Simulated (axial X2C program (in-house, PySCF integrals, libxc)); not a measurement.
**Potential curves of OH⁺, two-component**

Computed with an in-house relativistic program for diatomic molecules. Two-component (2c) means X2C with spin–orbit coupling and atomic mean-field two-electron Coulomb and Gaunt terms. Basis: O dyall-av3z [7s6p3d2f], H dyall-v3z [6s2p1d] (cores contracted in-house); Gaussian nuclei, density fitting, unrestricted open shells. Masses: O 15.995 u, H 1.008 u.

State: Ω = 1 (⟨Sz⟩ = 1.00, ⟨Lz⟩ = 0.00 at HF). Energies in cm⁻¹ from the fragments at the same level (O+ + H for CCSD(T), HF, CCSD; O + H+ for PBE0). Fits are polynomials in 1 − R0/R over 0.85 to 1.23 times the lowest point R0.

```
 R (Å)  CCSD(T)      HF    CCSD    PBE0
0.8996           -26836          -38683
0.9409   -39249  -28415  -38980  -40573
0.9720   -40077  -29027  -39792  -41418
1.0030   -40511  -29247  -40209  -41866
1.0340   -40626  -29151  -40307  -41995
1.0702   -40438  -28721  -40099  -41822
1.1064   -39977  -28025  -39617  -41373
1.1529   -39084  -26845  -38697  -40494
1.2098           -25106          -39093
1.2925           -22285          -36685
```

Correlated methods: 6 electrons correlated (number of frozen shells: O 1 s; H none), 130 virtual spin orbitals or spinors in MP2, 58 natural virtuals in coupled cluster.

The state is a single determinant with fixed occupations, the lowest that a limited PBE0 search found. De is counted from the lowest determinant-based energies of the atoms at the same level, without counterpoise correction. Density functionals use the spin component along the axis (collinear). Coupled cluster ran in a truncated set of natural virtual spinors; the MP2 energy of the rest was added. (T) has no such correction and the atoms are truncated less, which lowers De at CCSD(T) by a hundredth of an eV or more. In 2c an atomic determinant is not the ground J level, so De misses part of the atomic spin–orbit lowering. This holds for PBE0. Without a current term, density functionals place determinants with orbital angular momentum somewhat too high. With several unpaired electrons one determinant need not be a pure state. Open-shell Ω = 0 determinants with evenly filled partner blocks cannot be reached by this program, so the Ω shown need not be the lowest component. This is the Ω = 1 component of a π² triplet; the 0⁺ component is not one determinant and can lie lowest. Coupled cluster ran on the points near the minimum only. MP2 and coupled cluster on one determinant become unreliable at the stretched end.

(1) Fit the CCSD(T) curve near its minimum: give the equilibrium distance, the harmonic wavenumber and the well depth.

(2) Fit the HF curve near its minimum: give the equilibrium distance, the harmonic wavenumber and the well depth.

(3) What are Re, ωe and De at the CCSD level?

(4) Fit the PBE0 curve near its minimum: give the equilibrium distance, the harmonic wavenumber and the well depth.

Answers

(1) At CCSD(T), 2c: Re = 1.031 Å, ωe ≈ 3110 cm⁻¹, De = 5.04 eV to O+ + H; Be follows as 16.7 cm⁻¹.

(2) At HF, 2c: Re = 1.008 Å, ωe ≈ 3350 cm⁻¹, De = 3.63 eV to O+ + H; Be follows as 17.5 cm⁻¹.

(3) At CCSD, 2c: Re = 1.029 Å, ωe ≈ 3140 cm⁻¹, De = 5.00 eV to O+ + H; Be follows as 16.8 cm⁻¹.

(4) At PBE0, 2c: Re = 1.033 Å, ωe ≈ 3100 cm⁻¹, De = 5.21 eV to O + H+; Be follows as 16.7 cm⁻¹.
